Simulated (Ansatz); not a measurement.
# Barium, bcc under PBE: testing the plane-wave cutoff

Aim: find which plane-wave cutoff is enough for energy and pressure. The geometry was relaxed under PBE beforehand and stays fixed; 9 values are run, from 150 to 800 eV. Wanted are the values from which on the energy stays within 10 and 1 meV/atom, and the pressure within 0.5 GPa, of the last run. Within the series other settings stay, but some runs also write fields, which adds to their time. Spin polarisation is left out.

Computed with Ansatz 0.2.0 (DFT PBE, plane waves with PAW, scalar-relativistic, unless a step says otherwise).

## 1. The system as given

It takes space group Im-3m (No. 229, cubic). Conventional cell: a = 5.025 Å, b = 5.025 Å, c = 5.025 Å, α = 90.00°, β = 90.00°, γ = 90.00°. Around Ba (site symmetry m-3m) lie 8 Ba at 4.35 Å.

Coordinates:

```xyz
1
Lattice="-2.5125 2.5125 2.5125 2.5125 -2.5125 2.5125 2.5125 2.5125 -2.5125" Properties=species:S:1:pos:R:3 pbc="T T T"
Ba    0.0000    0.0000    0.0000
```

## 2. A run at the usual settings, for scale

Contents of input.yaml:

```yaml
crystal:
  lattice:
    - [-2.5124914082, 2.5124914082, 2.5124914082]
    - [2.5124914082, -2.5124914082, 2.5124914082]
    - [2.5124914082, 2.5124914082, -2.5124914082]
  atoms:
    - { symbol: Ba, position: [0.0, 0.0, 0.0] }
hamiltonian:
  xc: pbe
  pseudopotentials:
    kind: paw
    azcp:
      Ba: "pseudopotentials/Ba.paw.azcp"
basis:
  ecutwfc: 420
  fft_grid_basis: typed
kpoints:
  mp_grid: { grid: [15, 15, 15], shift: [0, 0, 0] }
magnetization:
  spin_polarized: false
scf:
  occupations: { method: fermi_dirac, width: 0.1 }
  lower_state_search: "off"
output:
  stress: true
```

Run with:

```bash
$ ansatz run input.yaml --threads 1 --pin off --max-ram 3584MiB --backend cpu --events-out ev --progress --plain --runs-dir out
```

## 3. With a cutoff of 150 eV

The run at 150 eV.

input.yaml: that of step 2 with these lines changed.

```diff
@@ -14,6 +14,6 @@
 basis:
-  ecutwfc: 420
+  ecutwfc: 150
   fft_grid_basis: typed
 kpoints:
-  mp_grid: { grid: [15, 15, 15], shift: [0, 0, 0] }
+  mp_grid: { grid: [9, 9, 9], shift: [0, 0, 0] }
 magnetization:
```

## 4. With a cutoff of 200 eV

The run at 200 eV.

input.yaml: that of step 3 with these lines changed.

```diff
@@ -14,3 +14,3 @@
 basis:
-  ecutwfc: 150
+  ecutwfc: 200
   fft_grid_basis: typed
@@ -25 +25,5 @@
   stress: true
+  write_density: true
+  write_potential: true
+  elf: true
+  volumetric_format: npy
```

## 5. With a cutoff of 250 eV

The run at 250 eV.

input.yaml: that of step 4 with these lines changed.

```diff
@@ -14,3 +14,3 @@
 basis:
-  ecutwfc: 200
+  ecutwfc: 250
   fft_grid_basis: typed
@@ -25,5 +25 @@
   stress: true
-  write_density: true
-  write_potential: true
-  elf: true
-  volumetric_format: npy
```

## 6. With a cutoff of 300 eV

The run at 300 eV.

input.yaml: that of step 5 with these lines changed.

```diff
@@ -14,3 +14,3 @@
 basis:
-  ecutwfc: 250
+  ecutwfc: 300
   fft_grid_basis: typed
```

## 7. With a cutoff of 350 eV

The run at 350 eV.

input.yaml: that of step 6 with these lines changed.

```diff
@@ -14,3 +14,3 @@
 basis:
-  ecutwfc: 300
+  ecutwfc: 350
   fft_grid_basis: typed
```

## 8. With a cutoff of 420 eV

The run at 420 eV.

input.yaml: that of step 7 with these lines changed.

```diff
@@ -14,3 +14,3 @@
 basis:
-  ecutwfc: 350
+  ecutwfc: 420
   fft_grid_basis: typed
```

## 9. With a cutoff of 500 eV

The run at 500 eV.

input.yaml: that of step 8 with these lines changed.

```diff
@@ -14,3 +14,3 @@
 basis:
-  ecutwfc: 420
+  ecutwfc: 500
   fft_grid_basis: typed
@@ -25 +25,5 @@
   stress: true
+  write_density: true
+  write_potential: true
+  elf: true
+  volumetric_format: npy
```

## 10. With a cutoff of 600 eV

The run at 600 eV.

input.yaml: that of step 9 with these lines changed.

```diff
@@ -14,3 +14,3 @@
 basis:
-  ecutwfc: 500
+  ecutwfc: 600
   fft_grid_basis: typed
@@ -25,5 +25 @@
   stress: true
-  write_density: true
-  write_potential: true
-  elf: true
-  volumetric_format: npy
```

## 11. With a cutoff of 800 eV

The run at 800 eV.

input.yaml: that of step 10 with these lines changed.

```diff
@@ -14,3 +14,3 @@
 basis:
-  ecutwfc: 600
+  ecutwfc: 800
   fft_grid_basis: typed
```

(Steps that only read results are left out.)

**Question.** What will these runs give?

**Answer**, as computed:

| quantity | value |
| --- | --- |
| E(σ → 0) stays within 10 meV/atom of 800 eV | from 350 eV on |
| E(σ → 0) stays within 1 meV/atom | from 350 eV on |
| pressure stays within 0.5 GPa | from 150 eV on |
| pressure at 800 eV | 0.00 GPa |
| CPU time, dearest over cheapest | 5.3 |
| run at the usual settings (mesh 15×15×15 against the series' 9×9×9, 420 eV) | -0.4 meV/atom from 800 eV, 0.00 GPa |

**Reading.** The far end, 150 eV, lies +2016 meV/atom and +0.3 GPa from the yardstick. The energy falls at each step up in cutoff, as the variational principle asks. Total energies within 1 meV/atom need 350 eV; differences between like structures often settle sooner.
